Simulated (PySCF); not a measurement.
# CHFO (formyl fluoride): the cost of one run

Programs: PySCF 2.14.0, with density-fitted response routines of our own. Each step states its level of theory. These are calculated values for one molecule in the gas phase, unless marked as measured. Atoms count from 0, in the outputs and in this text.

## 1. Starting geometry

4 atoms, charge 0, multiplicity 1; geometry from: GFN2-xTB.

Bonds of the start (Å): O0–C1 1.17, C1–F2 1.34, C1–H3 1.10.

## 2. Geometry optimisation at PBE0-D3(BJ)/def2-SVP

The job: settings as JSON, then the geometry in Å.

```
{"job": {"xc": "PBE0", "basis": "def2-SVP", "d3": "d3bj", "grid": 1, "kind": "geom"}, "charge": 0, "multiplicity": 1}
O     -0.884668    -0.854057    -0.001358
C     -0.088791     0.005260    -0.005584
F      1.229824    -0.238669    -0.007178
H     -0.246131     1.092239    -0.008735
```

On the command line:

```sh
> OMP_NUM_THREADS=1 python probes_run.py task.json out
```

The driver reads the jobs from task.json and runs them one after another.

Q: Estimate the wall time and peak memory of this first job on 1 thread of Intel Xeon Platinum 8259CL at 2.50GHz, shared host.

About 4.6 s, with a peak of 0.26 GiB.
